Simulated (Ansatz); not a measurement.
SiH4ClF, singlet: at the end structure of a reaction step.

in.yaml

```yaml
crystal:
  periodic: [false, false, false]
  atoms:
    - {symbol: Si, position_ang: [-0.979807, 0.102954, -0.044432]}
    - {symbol: F, position_ang: [2.333368, -0.889619, 0.433295]}
    - {symbol: H, position_ang: [-0.827695, -1.179384, -0.762442]}
    - {symbol: H, position_ang: [-0.816420, -0.063739, 1.414662]}
    - {symbol: H, position_ang: [-2.268059, 0.752727, -0.370653]}
    - {symbol: H, position_ang: [2.040493, -0.103239, 0.035299]}
    - {symbol: Cl, position_ang: [0.518124, 1.380100, -0.705829]}
basis:
  gaussian: {orbitals: 6-31G}
hamiltonian: {xc: {name: B3LYP}, dispersion: d4}
```

Command:

```bash
ansatz run in.yaml --threads 2 --pin off --events-out ev --progress --plain --max-ram 4352MiB
```

The run's output (Ansatz 0.2.0):

```
Functional definition: B3LYP
  name "B3LYP"
  cite "Stephens, Devlin, Chabalowski & Frisch, J. Phys. Chem. 98, 11623 (1994) doi:10.1021/j100096a001"
  cite "Becke, Phys. Rev. A 38, 3098 (1988) doi:10.1103/PhysRevA.38.3098"
  cite "Lee, Yang & Parr, Phys. Rev. B 37, 785 (1988) doi:10.1103/PhysRevB.37.785"
  cite "Vosko, Wilk & Nusair, Can. J. Phys. 58, 1200 (1980) doi:10.1139/p80-159"
  parameter a0 = 0.2
  parameter ax = 0.72
  parameter ac = 0.81
  exchange = (1 - a0 - ax)*slater_x + ax*b88_x + a0*exact_x
  correlation = (1 - ac)*vwn_rpa_c + ac*lyp_c
483 factors; integrals over basis functions are off by at most 2.7e-4 eV
mean field evaluation 1: about -23179.1330 eV, gradient 3.2e1 eV
mean field evaluation 2: about -23178.2913 eV, gradient 4.2e1 eV
mean field evaluation 4: about -23180.7850 eV, gradient 8.1e-1 eV
mean field evaluation 8: about -23180.8682 eV, gradient 1.3e-2 eV
mean field -23180.86818458 eV, -851.8811932263 hartree, gradient 4.0e-5 eV, S^2 0.000000; 0 other end points of the search recorded, 0 dependent functions left out
reference -23180.86839541 eV, -851.8812009745 hartree; 22, 22 occupied and 21, 21 virtual orbitals, 483 factors
Total energy: -23181.04061847 eV, -851.8875300552 hartree
```

Hardware: 2 CPU threads of an AMD EPYC 9R45, shared host. Wall time about 0.3 s.
